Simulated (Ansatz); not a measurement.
Results of r²SCAN+SOC (plane waves, PAW; Ansatz, a quantum-chemistry and plane-wave program) for bcc Cs.

Numerical settings: plane-wave cutoff 560 eV, 14×14×14 k mesh, Fermi–Dirac smearing 0.05 eV, PAW data made under PBE.

Pressure at four volumes; x = ln(V/123.588 Å³). One pressure is withheld.

```json
[
 {"V (Å³/atom)": "116.173", "x": "-0.0619", "P (GPa)": "0.122"},
 {"V (Å³/atom)": "123.588", "x": "0.0000", "P (GPa)": "-0.005"},
 {"V (Å³/atom)": "128.532", "x": "0.0392", "P (GPa)": "-0.072"},
 {"V (Å³/atom)": "131.003", "x": "0.0583", "P (GPa)": "?"}
]
```

### Question
Pass a parabola P(x) through the three rows shown, estimate the bulk modulus and its pressure derivative near zero pressure, and predict the withheld pressure.

### Answer
Slopes between the rows: (-0.005 − (0.122))/(0.0000 − (-0.0619)) = -2.05 and (-0.072 − (-0.005))/(0.0392 − (0.0000)) = -1.71 GPa. Their difference over the span 0.1011 is c = 0.34/0.1011 = 3.4 GPa, so P(x) = 0.122 + (-2.05)(x − (-0.0619)) + 3.4 (x − (-0.0619))(x − (0.0000)). At the middle row B = −dP/dx = −[-2.05 + 3.4 × 0.0619] = 1.8 GPa, and B′ = dB/dP = 2c/B = 3.8. At x = 0.0583 the parabola gives -0.101 GPa; the run gives -0.101 GPa. The Birch–Murnaghan fit to the energies at all volumes has B0 = 1.85 GPa and B′ = 3.5.

Measured, for comparison: bulk modulus 2.11 GPa (corrected for temperature and zero-point phonon effects, our sources range from 2.11 to 2.35; as tabulated in Levämäki et al. (2014), arXiv:1402.3671). Computed (rounded) less measured: bulk modulus -12 % (-12 % to -21 % over the range).
